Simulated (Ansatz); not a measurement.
Geometry optimisation, RHF/def2-SVP in Ansatz 0.2.0.

Input:

```yaml
crystal:
  periodic: [false, false, false]
  atoms:
    - { symbol: Al, position_ang: [0.0, 0.0, 0.0] }
    - { symbol: H, position_ang: [1.2076, 0.0, 1.2804] }
    - { symbol: H, position_ang: [1.7126, 0.0, 0.4057] }
    - { symbol: "N", position_ang: [-1.6627, 0.0, -0.96] }
    - { symbol: H, position_ang: [-2.3316, -0.8164, -0.8614] }
    - { symbol: H, position_ang: [-1.9118, 0.8164, -1.5886] }
basis:
  gaussian: { orbitals: def2-SVP }
hamiltonian:
  xc: hf
relax:
  f_tol: 0.15
  max_steps: 25
  restrain:
    - { distance: [1, 2], at: 0.66, k: 30.0 }
    - { distance: [0, 1], at: 2.76, k: 30.0 }
    - { distance: [0, 2], at: 2.76, k: 30.0 }
output:
  orbitals: {}
```

Run as:

```bash
$ ansatz run input.yaml --threads 1 --pin off --max-ram 2048MiB --backend cpu --events-out ev --progress --plain --runs-dir out
```

**Question.** Where does it end, and by what steps?

**Answer.** The forces met the threshold. The restraints hold the end off the free minimum; the threshold counts their pulls, which the force column leaves out. Restrained pairs: H2–H3 (1.01 → 0.71 Å), Al1–H2 (1.76 → 2.77 Å), Al1–H3 (1.76 → 2.77 Å). After 19 steps the energy has fallen by 4.831 eV (the restraints' own energy left out); Al1 moved furthest, 1.60 Å.

```tsv
step	energy less start (eV)	largest force component (eV/Å)	accepted
0	0.0000	4.025	yes
1	-1.3736	6.095	yes
2	-2.4775	6.880	yes
3	-3.2866	6.022	yes
4	-4.3154	1.012	yes
5	-4.5022	0.911	yes
6	-4.4827	1.629	no
7	-4.5117	1.448	yes
8	-4.5125	1.466	yes
9	-4.5219	1.465	yes
10	-4.5630	1.372	no
11	-4.5306	1.418	yes
12	-4.5430	1.381	yes
13	-4.5782	1.235	yes
14	-4.6129	1.261	yes
15	-4.6640	1.266	yes
16	-4.7245	1.339	yes
17	-4.7764	1.430	yes
18	-4.8053	1.381	yes
19	-4.8307	1.422	yes
```

```xyz
6
Properties=species:S:1:pos:R:3
Al -1.192 0.637 0.865
H 1.484 -0.060 0.789
H 1.320 -0.259 0.127
N -1.450 0.024 -0.805
H -1.676 -0.925 -1.058
H -1.472 0.582 -1.643
```

Run time: 6.7 s on 1 thread of Arm Neoverse V2, with other jobs on the host, peak memory 0.094 GiB.
